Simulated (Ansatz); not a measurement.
Species, as SMILES: [C-]#[NH+] (C-NH).
Geometry (B3LYP-D3(BJ)/def2-TZVP, fixed):
```
N
C 1 1.1640
H 1 0.9974 2 180.00
```
Charge 0, spin multiplicity 1.

Basis-set convergence of the dipole moment at MP2 with Ansatz (a program for electronic structure). Dipoles come from the density behind the forces; the sign is taken along the dipole that this method gives in the largest set. The reference of a correlated method is not its basis-set limit, which lies further on. Cartesian d functions, on some or all atoms, in 6-31G*, 6-31+G*; all else is spherical. Cores are frozen. No added dispersion term, no relativity. Reference: the value in aug-pcseg-3, 3.297 D, itself unsure by roughly 0.002 D (its mean distance from aug-cc-pVQZ, def2-QZVPPD). Deviations are taken from unrounded values.

| basis | functions | dipole moment (D) |
|---|---|---|
| 6-31G* | 32 | 3.230 |
| 6-31+G* | 40 | 3.370 |
| cc-pVDZ | 33 | 3.303 |
| aug-cc-pVDZ | 55 | 3.323 |
| def2-SVP | 33 | 3.406 |
| def2-SVPD | 48 | 3.354 |
| pcseg-1 | 33 | 3.183 |
| aug-pcseg-1 | 55 | 3.292 |
| 6-311G** | 42 | 3.323 |
| 6-311+G** | 50 | 3.349 |
| def2-TZVP | 68 | 3.357 |
| def2-TZVPD | 83 | 3.318 |
| cc-pVTZ | 74 | 3.300 |
| aug-cc-pVTZ | 115 | 3.297 |
| pcseg-2 | 74 | 3.305 |
| aug-pcseg-2 | 115 | 3.301 |
| def2-TZVPP | 76 | 3.324 |
| def2-TZVPPD | 91 | 3.304 |
| cc-pVQZ | 140 | 3.293 |
| aug-cc-pVQZ | 206 | 3.294 |
| def2-QZVPP | 144 | 3.294 |
| def2-QZVPPD | 159 | 3.295 |
| pcseg-3 | 153 | 3.293 |
| aug-pcseg-3 | 219 | 3.297 |

What the diffuse functions change, pair by pair:
- 6-31G* to 6-31+G*: 8 more functions, deviation -0.066 to 0.073 D
- cc-pVDZ to aug-cc-pVDZ: 22 more functions, deviation 0.007 to 0.026 D
- def2-SVP to def2-SVPD: 15 more functions, deviation 0.110 to 0.058 D
- pcseg-1 to aug-pcseg-1: 22 more functions, deviation -0.114 to -0.005 D
- 6-311G** to 6-311+G**: 8 more functions, deviation 0.027 to 0.053 D
- def2-TZVP to def2-TZVPD: 15 more functions, deviation 0.060 to 0.021 D
- cc-pVTZ to aug-cc-pVTZ: 41 more functions, deviation 0.004 to 0.000 D
- pcseg-2 to aug-pcseg-2: 41 more functions, deviation 0.008 to 0.005 D
- def2-TZVPP to def2-TZVPPD: 15 more functions, deviation 0.027 to 0.007 D
- cc-pVQZ to aug-cc-pVQZ: 66 more functions, deviation -0.003 to -0.003 D
- def2-QZVPP to def2-QZVPPD: 15 more functions, deviation -0.002 to -0.001 D
- pcseg-3 to aug-pcseg-3: 66 more functions, deviation -0.003 to 0.000 D

Leaving out the reference's own pair, they bring the value nearer the reference by more than 0.002 D in 6 of 11 pairs.
